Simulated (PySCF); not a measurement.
HPS.
Bonds: P1–S2 (double). Hydrogens: H3 on P1.

Level of theory: TDDFT CAM-B3LYP/aug-cc-pVTZ, vertical, gas phase, core orbitals frozen in the response in PySCF. Isolated species at its PBE0-D3(BJ)/def2-TZVP geometry, gas phase.

```csv
state,E (eV),ν̃ (cm⁻¹),f,symmetry,"main configurations (H = HOMO, L = LUMO)"
S1,1.58,12710,0.0006,–,H→L (99%)
S2,4.11,33170,0.0023,A″,H-2→L (99%)
S3,4.96,40010,0.079,A′,H-1→L (85%)
S4,5.67,45710,0.048,A′,"H→L+1 (52%), H→L+2 (33%)"
S5,5.80,46800,0.039,A′,"H→L+2 (48%), H→L+1 (35%), H→L+7 (12%)"
S6,5.86,47280,0.0020,A″,H-3→L (98%)
S7,6.96,56100,0.122,A′,"H→L+3 (45%), H→L+5 (28%), H→L+6 (21%)"
S8,7.05,56840,0.0045,A″,H→L+4 (96%)
S9,7.17,57830,0.014,A′,"H→L+5 (47%), H→L+3 (43%)"
S10,7.44,60030,0.0097,A′,"H→L+6 (50%), H→L+5 (16%)"
```

Triplets (Tamm–Dancoff): T1 0.97 eV, H→L (98%); T2 2.57 eV, H-1→L (98%); T3 3.27 eV, H-2→L (98%); T4 5.13 eV, H→L+2 (50%), H→L+1 (18%), H→L+5 (13%).

The lowest singlet comes at 787 nm (152 kJ/mol) in the near infrared; it is very weak; its leading configuration is HOMO→LUMO (99%). The most intense listed level is S7 at 6.96 eV (178 nm, f = 0.122), 5.38 eV above S1. Löwdin shares by element: HOMO sulfur 56%, phosphorus 35%, hydrogen 8%; LUMO phosphorus 51%, sulfur 40%, hydrogen 9%. Weighted by f, the mean energy of these states is 6.12 eV. The listed states span 5.87 eV, and the widest gap between neighbours is 2.54 eV (S1 to S2). Orbital energies (eV): HOMO-3 -12.58, HOMO-2 -10.73, HOMO-1 -10.32, HOMO -8.17, LUMO -2.54, LUMO+1 0.25, LUMO+2 0.62. No computed singlet lies between 380 and 750 nm, and the lowest lies beyond, at 787 nm; a Tamm–Dancoff triplet lies at 483 nm, without intensity as long as spin–orbit coupling is left out. Symmetry labels in Cs follow from the direction of the transition dipole and are given only for states with f of 0.002 or more. Only the lowest 10 singlets were computed, as vertical energies without vibronic structure.
